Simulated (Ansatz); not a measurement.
## Multireference treatment of C2H4S, singlet

Computed with Ansatz's Gaussian-basis code (development build); NEVPT3, NEVPT4(SD), MRCISD by development code. Basis cc-pVDZ on C/H, cc-pV(D+d)Z on S, nonrelativistic, 7 orbitals frozen in the corrections. State-specific CASSCF; RHF is the lowest restricted (open-shell) Hartree–Fock solution met. Letters tell apart solutions met in one space. Single-reference values can break down or jump between states where bonds are stretched. No symmetry is imposed, so a solution can break that of the shape. The lowest solution met needn't be the lowest there is, nor hold the orbitals that a chemist would pick.

Geometry:

```xyz
7

C     0.0000   -0.7345   -0.5370
S     0.0000    0.1674    1.0363
C     0.0000    0.4799   -1.3819
H    -0.9139   -1.3120   -0.6269
H     0.9139   -1.3120   -0.6269
H     0.9139    0.7364   -1.9070
H    -0.9139    0.7364   -1.9070
```

CASSCF less RHF, in eV, and natural occupations:

```json
{"CAS": "(2,2) a", "CASSCF": "-1.282", "occupations": "1.73, 0.27"}
{"CAS": "(2,2) b", "CASSCF": "-0.398", "occupations": "1.98, 0.02"}
```

(1) What totals less RHF do the corrections give on each solution?

(2) In CAS(2,2), is the solution lowest in CASSCF also lowest after SC-NEVPT2?

(3) How do single-reference totals in the same basis and frozen core stand against SC-NEVPT2 in CAS(2,2) a?

(4) Roughly how much CPU time does a whole run from the default start take (median of such runs, summed over threads; nearly all runs on one pinned thread of a shared server, mostly Xeon at 2.3 to 2.6 GHz, by a development driver)?

Results:

(1) 

| CAS | SC-NEVPT2 | FIC-NEVPT2 | NEVPT3 | NEVPT4(SD) | MRCISD |
| --- | --- | --- | --- | --- | --- |
| (2,2) a | -11.675 | -11.678 | -12.665 | -13.028 | -11.464 |
| (2,2) b | -11.375 | -11.378 | -12.241 | -12.834 | -10.959 |

(2) Yes: (2,2) a stays lowest, 0.30 eV under the next.

(3) CCSD(T) -1.476 eV, CCSDT -1.496 eV. Coupled cluster stands on the determinant that it favours, which can lie over the RHF solution above, and is in doubt where the occupations are far from 0, 1 and 2.

(4) CAS(2,2) a: about 2.3 s. Other jobs ran beside these, and the count of passes differs.
